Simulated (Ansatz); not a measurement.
Si(OH)2H2 (SiO₂H₄). Charge 0, multiplicity 1. Geometry PBE-D4/def2-TZVP; atoms count from 1.

```xyz
7

Si   -0.1338    0.0448   -0.4086
O     0.5343   -1.3830    0.1137
H     1.4399   -1.3402    0.4540
O    -1.1016    0.7905    0.7116
H    -0.6637    1.2192    1.4621
H    -1.0559   -0.2947   -1.5208
H     0.9808    0.9634   -0.8119
```

Question: Estimate the Mulliken populations from the PBE0/def2-TZVP orbitals of Ansatz.

Answer: 
```
atom  charge (e)
 Si1        0.50
  O2       -0.52
  H3        0.32
  O4       -0.52
  H5        0.32
  H6       -0.04
  H7       -0.07
```
Mulliken values depend strongly on the basis.

Question: And the Mayer bond orders between heavy atoms (over 0.3)?

Answer: Si1–O2 1.19 (1.66 Å); Si1–O4 1.20 (1.66 Å).
